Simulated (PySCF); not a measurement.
# LiS: a base run and its variants

Base input, run as `OMP_NUM_THREADS=1 python input.py` with PySCF 2.14:

```python
from pyscf import gto, dft, tdscf

mol = gto.M(
    atom='Li 0 0 0; S 0 0 2.428',
    basis='cc-pvdz-dk',
    charge=0,
    spin=1,
    verbose=3,
)
mf = dft.UKS(mol, xc='olyp')
mf = mf.sfx2c1e()
mf = mf.density_fit(auxbasis='def2-universal-jkfit')
mf.kernel()
td = tdscf.TDA(mf)
td.nstates = 3
td.kernel()
td.analyze()
mf.dip_moment()
print('orbital energies (hartree):', [e[max(0, n-3):n+3].round(4) for e, n in zip(mf.mo_energy, mol.nelec)])
```

Base result: E(SCF) = -406.797622 Eh, ⟨S²⟩ = 0.755, μz(SCF) = -7.04 D, first excitations without spin–orbit coupling 0.17, 0.92, 1.40 eV. The bond length is a typed value, not an optimised one. No search for the lowest solution was made.

Hardware: Arm Neoverse V1, 1 thread, shared host. Wall time 5.4 s, peak memory 0.19 GiB.

Each row names what differs from the base; energies in brackets are changes from the base.

| change | result | wall time (s) |
| --- | --- | --- |
| step after the SCF: tda → mp2; SCF type: UKS → UHF; functional: olyp → none (Hartree–Fock); frozen orbitals: default → 5 | E(SCF) = -406.075730 Eh, E(MP2) − E(SCF) = -0.11193 Eh, ⟨S²⟩ = 0.758, μz(SCF) = -8.18 D | 0.93 |
| SCF type: UKS → RKS [runs as restricted open-shell] | not converged: SCF | 9.2 |
| cycle limit: 50 → 1 [unsound on purpose] | not converged: SCF | 5 |
| basis set: cc-pvdz-dk → 6-31g*; spin-free X2C: on → off | E(SCF) = -405.685956 Eh, ⟨S²⟩ = 0.755, μz(SCF) = -7.30 D, first excitations without spin–orbit coupling 0.16, 0.92, 1.46 eV | 5.3 |
| cycle limit: 50 → 5 | not converged: SCF | 4.8 |
| step after the SCF: tda → stability | E(SCF) = -406.797622 Eh (+0.0000 eV), ⟨S²⟩ = 0.755, μz(SCF) = -7.04 D, internal stable; real -> complex stable | 4.9 |
| geometry: bond 2.428 → bond 2.598 | E(SCF) = -406.790044 Eh (+0.2062 eV), ⟨S²⟩ = 0.757, μz(SCF) = -7.45 D, first excitations without spin–orbit coupling 0.17, 0.92, 1.15 eV | 4.1 |
| cycle limit: 50 → 2 [unsound on purpose] | not converged: SCF | 9.1 |
| functional: olyp → mn15 | E(SCF) = -406.815341 Eh, ⟨S²⟩ = 0.753, μz(SCF) = -7.68 D, first excitations without spin–orbit coupling 0.53, 2.76, 3.43 eV | 25 |
| smearing width (hartree): none → 0.2; step after the SCF: tda → none [unsound on purpose] [smearing does not keep the typed spin] | E(SCF) = -405.815845 Eh (+26.7155 eV), μz(SCF) = 9.42 D | 2.9 |
| functional: olyp → m062x | E(SCF) = -406.776067 Eh, ⟨S²⟩ = 0.753, μz(SCF) = -7.62 D, first excitations without spin–orbit coupling 0.52, 2.56, 2.94 eV | 35 |
| geometry: bond 2.428 → bond 2.137 | E(SCF) = -406.802170 Eh (-0.1238 eV), ⟨S²⟩ = 0.754, μz(SCF) = -6.30 D, first excitations without spin–orbit coupling 0.17, 0.83, 1.89 eV | 5.3 |
| spin-free X2C: on → off [unsound on purpose] | E(SCF) = -405.460988 Eh, ⟨S²⟩ = 0.755, μz(SCF) = -7.07 D, first excitations without spin–orbit coupling 0.17, 0.91, 1.41 eV | 5 |
| PCM solvent, dielectric constant: none → 32.6; step after the SCF: tda → analyze | E(SCF) = -406.826456 Eh (-0.7846 eV), ⟨S²⟩ = 0.753, μz(SCF) = -8.92 D | 2.6 |
| electric field along z (a.u.): none → 0.2 [unsound on purpose] [may be another electronic state] [spin-contaminated] | not converged: SCF | 8.2 |
| functional: olyp → wb97x | E(SCF) = -406.786228 Eh, ⟨S²⟩ = 0.754, μz(SCF) = -8.00 D, first excitations without spin–orbit coupling 0.70, 3.26, 3.69 eV | 11 |
| point-group symmetry: off → on | not converged: SCF | 9 |
| electric field along z (a.u.): none → 0.005 | E(SCF) = -406.784567 Eh (+0.3552 eV), ⟨S²⟩ = 0.758, μz(SCF) = -6.21 D, first excitations without spin–orbit coupling 0.17, 0.92, 0.93 eV | 4.4 |
| second-order solver: off → on | E(SCF) = -406.797622 Eh (+0.0000 eV), ⟨S²⟩ = 0.755, μz(SCF) = -7.04 D, first excitations without spin–orbit coupling 0.17, 0.92, 1.40 eV | 7.8 |
| basis set: cc-pvdz-dk → def2-svp; spin-free X2C: on → off | E(SCF) = -405.572349 Eh, ⟨S²⟩ = 0.755, μz(SCF) = -7.12 D, first excitations without spin–orbit coupling 0.17, 0.99, 1.23 eV | 3.6 |
| convergence threshold: default → 1e-16 [unsound on purpose] | not converged: SCF | 9.3 |
| functional: olyp → m11 | stops with KeyError ("LibXCFunctional: name 'M11' not found.") | 0.67 |

Q: Order these changes by how far they move the SCF energy from the base, largest first: (1) PCM solvent, dielectric constant: none → 32.6; step after the SCF: tda → analyze; (2) electric field along z (a.u.): none → 0.005; (3) geometry: bond 2.428 → bond 2.137; (4) geometry: bond 2.428 → bond 2.598.

A: (1) -0.7846 eV, (2) +0.3552 eV, (4) +0.2062 eV, (3) -0.1238 eV.
